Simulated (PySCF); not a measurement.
Compound: trans-2-pentenal, C5H8O.
Atom-mapped SMILES: `[CH3:1][CH2:2]/[CH:3]=[CH:4]/[CH:5]=[O:6]` (hydrogens: H7, H8, H9 on C1; H10, H11 on C2; H12 on C3; H13 on C4; H14 on C5)

Method: PySCF, PBE0-D3(BJ)/def2-SVP geometry optimisation, gas phase; density fitting, grid level 2; the optimiser is geomeTRIC in internal coordinates, started from a GFN2-xTB structure.

Geometry at step 0:
```
atom  x, y, z in Å
C1     -1.9583   -0.4969   -0.6483
C2     -1.1267    0.0251    0.5259
C3      0.3212   -0.2377    0.3055
C4      1.2692    0.6965    0.2225
C5      2.6694    0.3690   -0.0123
O6      3.5658    1.1696   -0.1061
H7     -1.8106   -1.5667   -0.7769
H8     -1.6669    0.0038   -1.5686
H9     -3.0148   -0.3117   -0.4723
H10    -1.3016    1.0936    0.6600
H11    -1.4416   -0.4922    1.4370
H12     0.5927   -1.2807    0.1875
H13     1.0356    1.7473    0.3270
H14     2.8659   -0.7194   -0.1033
```

Question: What forces act on the atoms?

Answer: 
| atom | Fx (eV/Å) | Fy (eV/Å) | Fz (eV/Å) |
| --- | --- | --- | --- |
| C1 | 0.251 | 0.257 | 0.504 |
| C2 | 0.104 | -0.290 | -0.563 |
| C3 | -0.442 | 0.235 | 0.205 |
| C4 | 0.221 | 0.096 | -0.032 |
| C5 | 0.111 | 0.006 | -0.030 |
| O6 | 0.063 | 0.161 | 0.004 |
| H7 | 0.007 | -0.457 | -0.115 |
| H8 | 0.073 | 0.164 | -0.407 |
| H9 | -0.459 | 0.025 | 0.009 |
| H10 | -0.035 | 0.317 | 0.143 |
| H11 | -0.119 | -0.085 | 0.336 |
| H12 | 0.241 | -0.513 | -0.065 |
| H13 | -0.123 | 0.506 | 0.056 |
| H14 | 0.107 | -0.422 | -0.045 |

The largest, 0.64 eV/Å, acts on C2; the rms over all components is 0.261 eV/Å. The forces sum to zero within rounding, as they must for an isolated molecule in no field.

Question: Give the force on C2 in Eh/bohr and in nN.

Answer: 0.642 eV/Å ÷ 51.422 = 0.01248 Eh/bohr, and 0.642 eV/Å × 1.602 = 1.03 nN.

Question: How far is this geometry from the end of the optimisation?

Answer: 0.038 eV above it, and 0.039 Å rms away after alignment. The bonds farthest from their final lengths, with half the difference of the two atoms' forces along the bond (positive lengthens):

```tsv
bond	now (Å)	final (Å)	force along bond (eV/Å)
C3–H12	1.084	1.100	+0.46
C4–H13	1.082	1.095	+0.24
C1–H7	1.088	1.101	+0.37
C5–H14	1.110	1.123	+0.21
C1–H8	1.087	1.100	+0.34
C1–H9	1.087	1.100	+0.29
```

The angle farthest from its final value is C1–C2–C3, 110.8° against 112.6°.

Of the 6 listed bonds off by 0.010 Å or more, this force points towards the final length in 6.

The cost below is that of the whole optimisation. Hardware: one thread, Intel Xeon Platinum 8488C (x86_64), shared host with 192 logical CPUs at a one-minute load of 58. Cost: 40 s of wall time, 0.66 GiB resident at most.
